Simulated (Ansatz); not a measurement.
# How the Voigt–Reuss–Hill shear modulus of rock-salt CdO moves with the method

No measured value is used here.

| level (code) | value (GPa) | cell (Å³/atom) |
|---|---|---|
| LDA (Ansatz) | 51.7 | 12.44 |
| PBE (Ansatz) | 44.1 | 13.55 |
| B3LYP (VWN-RPA form) (Ansatz) | 49.1 | 13.50 |
| HSE06 (Ansatz) | 53.3 | 13.02 |
| LC-ωPBE (Ansatz) | 58.4 | 12.74 |
| Hartree–Fock (Ansatz) | 62.6 | 13.30 |

LDA, PBE: the solid has no gap at this level, which affects its response. Each level is taken at its own relaxed cell. K meshes differ between the levels. Ansatz's density-functional and Hartree–Fock values are scalar-relativistic unless marked +SOC, with PAW data made under PBE.

Ansatz is a first-principles code.
